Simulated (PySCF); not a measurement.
Gas-phase reaction: BCl₃ + 2 H₂BNH₂ ⇌ BCl₃.NH₃ + BH₃ + HBNH

Computed with PySCF (xtb for GFN2) and rigid-rotor harmonic-oscillator thermochemistry at 1 bar. † marks an energy on the PBE0/def2-TZVP geometry and frequencies; other levels use their own. CCSD(T) freezes the core. 6-31G* has spherical d functions here. All species are closed-shell singlets. B3LYP is the form with VWN-RPA correlation. Adducts (BCl₃.NH₃) have no counterpoise correction, and HF, PBE, BLYP, B3LYP and PBE0 lack dispersion. H₂BNH₂, BCl₃.NH₃, HBNH: computed as isolated molecules; such fragments, hydroxides, amides, oligomers or adducts are transient or little studied in the gas. CCSD(T) isn't extrapolated to the basis-set limit.

| level | ΔH°(298 K), kJ |
|---|---|
| B3LYP/6-31G* | … |
| BLYP/def2-TZVP† | 201 |
| CCSD(T)/def2-SVP† | … |
| GFN2-xTB | 139 |
| PBE/def2-TZVP† | … |
| r2SCAN/def2-TZVP† | 193 |

**Question.** What belongs in the gaps?

**Answer.** 
- B3LYP/6-31G*, ΔH°(298 K), kJ: 189
- CCSD(T)/def2-SVP†, ΔH°(298 K), kJ: 182
- PBE/def2-TZVP†, ΔH°(298 K), kJ: 201
